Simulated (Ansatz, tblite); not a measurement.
**(KCl)2 ring (K₂Cl₂): rung by rung**

The task here is to estimate one member of a computed series from the others.

Program: Ansatz 0.2.0, Gaussian basis. Level of theory: as each input shows. These are calculated values, not measurements.

Levels to be run: GFN1-xTB, GFN2-xTB, PBE-D4/def2-TZVP, r2SCAN-D4/def2-TZVP, revPBE-D4/def2-TZVP, HSE06-D4/def2-TZVP, HF/def2-TZVP, ωB97X-V/def2-TZVP, LC-ωPBE/def2-TZVP, B3LYP-D4/def2-TZVP, ωB97M-V/def2-TZVP, PBE-D4/def2-SVP, PBE0-D4/def2-SVP, HF/STO-3G, HF/6-31G, B3LYP-D4/6-31G, CCSD(T)/def2-TZVPP, MP2/def2-TZVP, RPA/def2-TZVP.

## The relaxed structure

The geometry is that of the singlet, from an earlier relaxation (PBE0-D4/def2-TZVP).

4 atoms, charge 0, spin multiplicity 1.

Bond lengths: K1–Cl2 2.880 Å, K1–Cl4 2.880 Å, Cl2–K3 2.879 Å, K3–Cl4 2.880 Å. Angles: Cl2–K1–Cl4 94.1°, K1–Cl2–K3 85.9°, Cl2–K3–Cl4 94.1°, K1–Cl4–K3 85.9°.

Geometry (Å):

```mol
Cl2K2
  3D, bonds by distance, orders not assigned

  4  4  0  0  0  0  0  0  0  0999 V2000
   -1.7367    0.4732   -0.7809 K   0  0
   -0.7889    0.2931    1.9322 Cl  0  0
    1.7370   -0.4722    0.7808 K   0  0
    0.7886   -0.2941   -1.9322 Cl  0  0
  1  2  8  0
  1  4  8  0
  2  3  8  0
  3  4  8  0
M  END
```

PBE0-D4/def2-TZVP was run before; its log isn't repeated, and its numbers join the tables.

The first run:

Tight binding, by tblite at 300 K electronic temperature and without a spin-polarisation term:

```python
tblite.interface.Calculator('GFN1-xTB', numbers, positions, charge=0, uhf=0).singlepoint()
```

Tight binding, by tblite at 300 K electronic temperature and without a spin-polarisation term:

```python
tblite.interface.Calculator('GFN2-xTB', numbers, positions, charge=0, uhf=0).singlepoint()
```

start.molden holds the orbitals of an earlier run on this state, given as this run's starting guess.

File in.yaml:

```yaml
crystal:
  periodic: [false, false, false]
  atoms:
    - {symbol: K, position_ang: [-1.736707, 0.473211, -0.780877]}
    - {symbol: Cl, position_ang: [-0.788897, 0.293091, 1.932234]}
    - {symbol: K, position_ang: [1.736983, -0.472179, 0.780844]}
    - {symbol: Cl, position_ang: [0.788611, -0.294114, -1.932191]}
basis:
  gaussian: {orbitals: def2-TZVP, initial_orbitals: start.molden}
hamiltonian: {xc: pbe, dispersion: d4}
scf: {omitted_lower_state_checks: [starts]}
output: {orbitals: {seedname: orbitals}}
```

On the command line:

```sh
> ansatz run in.yaml --threads 4 --pin off --events-out ev --progress --plain --max-ram 3916MiB
```

Among the steps run: PBE-D4/def2-TZVP; r2SCAN-D4/def2-TZVP; revPBE-D4/def2-TZVP; HSE06-D4/def2-TZVP; HF/def2-TZVP; ωB97X-V/def2-TZVP; LC-ωPBE/def2-TZVP; B3LYP-D4/def2-TZVP; ωB97M-V/def2-TZVP; PBE-D4/def2-SVP; PBE0-D4/def2-SVP; HF/STO-3G; HF/6-31G; B3LYP-D4/6-31G; CCSD(T)/def2-TZVPP; MP2/def2-TZVP; RPA/def2-TZVP.

One of the session's tables, all rows but one given; the rest of the session is left out.

It belongs to the step «Levels side by side». 

```
              level  HOMO (eV)  LUMO (eV)  gap (eV)
          HF/STO-3G      -6.70       5.02     11.72
           HF/6-31G      -9.89       0.24     10.13
       HF/def2-TZVP      -9.89       0.41     10.30
    PBE-D4/def2-SVP          ?          ?         ?
   PBE-D4/def2-TZVP      -5.42      -1.21      4.21
revPBE-D4/def2-TZVP      -5.35      -1.26      4.09
r2SCAN-D4/def2-TZVP      -5.72      -0.54      5.18
     B3LYP-D4/6-31G      -6.39      -1.01      5.38
 B3LYP-D4/def2-TZVP      -6.47      -0.97      5.50
   PBE0-D4/def2-SVP      -6.37      -0.73      5.64
  PBE0-D4/def2-TZVP      -6.74      -0.71      6.03
 HSE06-D4/def2-TZVP      -6.34      -0.98      5.36
  LC-ωPBE/def2-TZVP      -9.53       0.35      9.88
  ωB97X-V/def2-TZVP      -9.16       0.36      9.53
  ωB97M-V/def2-TZVP      -9.03      -0.22      8.81
```

Q: Estimate the row for PBE-D4/def2-SVP from the others.

As computed: HOMO (eV): -5.03; LUMO (eV): -1.23; gap (eV): 3.80. In the column «HOMO (eV)» it is the highest.
